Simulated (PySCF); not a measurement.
**Highest orbital energy against ionisation energy along the alkali metals**

Calculated with PySCF 2.14, no spin-orbit coupling. Each cell gives −ε(HOMO) / ΔSCF in eV; NIST values include spin-orbit coupling, (s) semi-empirical, (t) theoretical.

| species | UHF | LDA | PBE | PBE0 | r2SCAN | NIST (lowest levels) |
| --- | --- | --- | --- | --- | --- | --- |
| Li (def2-TZVPPD, non-relativistic) | 5.343 / 5.342 | 3.162 / 5.471 | 3.220 / 5.586 | 3.827 / 5.569 | 3.251 / 5.387 | 5.392 |
| K (def2-TZVPPD, non-relativistic) | 4.018 / 4.009 | 2.624 / 4.516 | 2.536 / 4.438 | 2.987 / 4.370 | 2.580 / 4.241 | 4.341 |
| Rb (def2-TZVPPD with the def2 core potential (28 electrons), ECP) | 3.818 / 3.805 | 2.561 / 4.397 | 2.443 / 4.282 | 2.871 / 4.204 | 2.498 / 4.086 | 4.177 |
| Cs (def2-TZVPPD with the def2 core potential (46 electrons), ECP) | 3.508 / 3.491 | 2.406 / 4.107 | 2.277 / 3.978 | 2.670 / 3.900 | 2.321 / 3.786 | 3.894 |

How far is −ε(HOMO) from ΔSCF on average for each method, and why?

UHF 0.01 eV; LDA -1.93 eV; PBE -1.95 eV; PBE0 -1.42 eV; r2SCAN -1.71 eV. Hartree-Fock orbital energies lack relaxation and so exceed the ΔSCF value; semilocal functionals have convex E(N) from self-interaction, so their HOMO lies far too high; exact exchange moves hybrids part of the way back.
